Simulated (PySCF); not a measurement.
Below is a simulated gas-phase S 2p photoelectron spectrum of `S=C=S`.

Every computed line was given a Gaussian of 0.5 eV full width at half maximum and an area set by the number of equivalent atoms (split 2:1 within a doublet); the highest printed point is 100. The calculation used PySCF 2.14.0, delta-SCF UKS SCAN, pcX-2 on the ionised atom, pcseg-1 elsewhere, spin-free X2C.

binding energy (eV), intensity and a bar:
```
    169.5          1 
    169.6          3 #
    169.7          9 ###
    169.8         23 #######
    169.9         46 ##############
    170.0         75 ######################
    170.1         96 #############################
    170.2        100 ##############################
    170.3         83 #########################
    170.4         55 #################
    170.5         29 #########
    170.6         13 ####
    170.7          5 #
    170.8          2 #
    170.9          4 #
    171.0          9 ###
    171.1         19 ######
    171.2         33 ##########
    171.3         46 ##############
    171.4         51 ###############
    171.5         45 #############
    171.6         32 ##########
    171.7         18 #####
    171.8          8 ##
    171.9          3 #
    172.0          1 
    172.1          0
```

Question: Count the maxima, the lines and the sites behind this envelope.

Answer: The curve has 2 maxima (at 170.2 and 171.4 eV). Under it lie 2 lines from 1 inequivalent sulfur site, drawn as a 2p3/2, 2p1/2 pair.

Question: Decompose the envelope and assign each component. Numbering: `[S:1]=[C:2]=[S:3]`.

Answer: 
```
position (eV)  relative area     line  atoms         environment
       170.17           1.33  S 2p3/2  S1/S3  sulfur bonded to C
       171.40           0.67  S 2p1/2  S1/S3  sulfur bonded to C
```

The curve has no shake-up lines and no vibrational structure. The first atom of each set that the bonding makes equivalent was ionised and stands for the set. The 2p values aren't plain energy differences: one relaxed spin-free 2p hole is combined with a matrix within the shell (ground-state 2p orbital-energy differences and spin–orbit coupling). 2p3/2, the mean of its two sublevels, lies a third of the splitting below the shell's mean and 2p1/2 two thirds above it; the statistical areas are 2:1. 2p1/2 minus 2p3/2 (ligand field included): S 1.23 eV. Geometry: PBE0-D3(BJ)/def2-SVP; no solvent, vibrations or thermal averaging.

The run took 3.8 s on one thread, Intel Xeon Platinum 8375C at 2.90 GHz (x86_64), shared host with 64 logical CPUs at a one-minute load of 11, and the process peaked at 0.42 GiB of memory.
